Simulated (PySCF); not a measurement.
Simulated Si 2p region for `N[SiH3]`, binding energy against the vacuum level.

Every computed line was given a Gaussian of 0.6 eV full width at half maximum and an area set by the number of equivalent atoms (split 2:1 within a doublet); the highest printed point is 100. Computed with PySCF 2.14.0, delta-SCF UKS SCAN, pcX-2 on the ionised atom, pcseg-1 elsewhere, spin-free X2C.

binding energy (eV), intensity and a bar:
```
    106.1          0 
    106.2          1 
    106.3          4 #
    106.4         10 ###
    106.5         21 ######
    106.6         38 ###########
    106.7         61 ##################
    106.8         83 #########################
    106.9         98 #############################
    107.0        100 ##############################
    107.1         91 ###########################
    107.2         77 #######################
    107.3         66 ####################
    107.4         59 ##################
    107.5         57 #################
    107.6         52 ################
    107.7         44 #############
    107.8         33 ##########
    107.9         22 ######
    108.0         12 ####
    108.1          6 ##
    108.2          2 #
    108.3          1 
    108.4          0
```

Question: Count the maxima, the lines and the sites behind this envelope.

Answer: The curve has 1 maximum (at 107.0 eV). Under it lie 2 lines from 1 inequivalent silicon site, drawn as a 2p3/2, 2p1/2 pair. At this width some lines have no maximum of their own.

Question: Decompose the envelope and assign each component. Numbering: `[NH2:1][SiH3:2]`.

Answer: 
```csv
position (eV),relative area,line,atoms,environment
106.95,0.67,Si 2p3/2,Si2,SiH3 silicon
107.57,0.33,Si 2p1/2,Si2,SiH3 silicon
```

No satellites, vibrations or lifetime broadening are included. The 2p values aren't plain energy differences: one relaxed spin-free 2p hole is combined with a matrix within the shell (ground-state 2p orbital-energy differences and spin–orbit coupling). 2p3/2, the mean of its two sublevels, lies a third of the splitting below the shell's mean and 2p1/2 two thirds above it; the statistical areas are 2:1. 2p1/2 minus 2p3/2 (ligand field included): Si 0.62 eV. Isolated species at its GFN2-xTB geometry, gas phase.

On an Arm Neoverse V1 with one thread, shared host, this took 6.3 s.
